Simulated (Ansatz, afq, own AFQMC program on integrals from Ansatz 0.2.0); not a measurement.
Integrals from Ansatz 0.2.0, then the random walk in our own AFQMC program (afq).

```yaml
crystal:
  periodic: [false, false, false]
  atoms:
    - {symbol: O, position_ang: [0.000000, -0.064607, 0.000000]}
    - {symbol: H, position_ang: [0.000000, 0.512764, -0.821140]}
    - {symbol: H, position_ang: [0.000000, 0.512764, 0.821140]}
basis:
  gaussian: {orbitals: 6-31G}
total_charge: 1
magnetization: {spin_polarized: true, initial_magnetization: 1}
correlation: {method: ccsd_t, electrons: outside_noble_gas, hamiltonian_folder: ham}
```

```sh
$ ansatz run in.yaml --threads 1 --pin off --events-out ev --progress --plain --max-ram 15360MiB --backend cuda --devices 0, --max-vram 18GiB
```

afq runs on the folder ham with

```
--method free --trial cisd --walkers 4000 --time-step 0.03 --max-blocks 4000 --target-error 0.00032 --factor-cut 1e-05 --seed 566 --times 0,0.3,0.6,1.2,1.8,2.4,3.6,4.8,6 --taylor-order 8
```

Times are imaginary, in 1/Eh. The walk had a cap of 61 s.

```
orbitals 12  electrons 4 3  factors 66 of 139
reference energy -75.58580573 Eh
CCSD correlation -0.10472268 Eh in 10 cycles, weight of the determinant in the CISD state 0.9634
repeat  energy at the last time / Eh  error
    10  -75.691625  0.000046
    20  -75.691620  0.000034
    30  -75.691578  0.000028
time / (1/Eh)  energy / Eh  error  mean overlap
  0.00  -75.690534  0.000014  1.0380
  0.30  -75.691325  0.000015  1.0384
  0.60  -75.691516  0.000018  1.0394
  1.20  -75.691583  0.000019  1.0393
  1.80  -75.691614  0.000017  1.0394
  2.40  -75.691586  0.000018  1.0416
  3.60  -75.691628  0.000020  1.0398
  4.80  -75.691609  0.000025  1.0457
  6.00  -75.691584  0.000028  1.0496
energy -75.691584 +/- 0.000028 Eh
```

Estimate how long the walk took on 1 × NVIDIA H100 80GB HBM3 with 2 threads of AMD EPYC 7R13 Processor (Zen 3), with other jobs on the host (the card was shared).

15 s of wall time.

The run passed its tests (error under three times the target), which doesn't prove that it has relaxed.

Against this walk (error 0.8 meV) on the same determinant: CCSD(T) 8.4 meV higher, CCSDT(Q) 0.4 meV lower (within the noise), CCSDTQ 0.6 meV lower (within the noise), full CI 0.7 meV lower (within the noise). The error is statistical, and a free projection of finite length keeps a remainder of its start.

Cautions: remainder of the start not in the error.

CCSDT and higher add their correlation energy to the determinant of the CCSD(T) run, since their own runs factorise the integrals more tightly (a shift of under 2 meV). A walk keeps the symmetry of its determinant, which the program's search chose and which needn't be the lowest solution, so a lower state of the same spin and another symmetry isn't excluded.
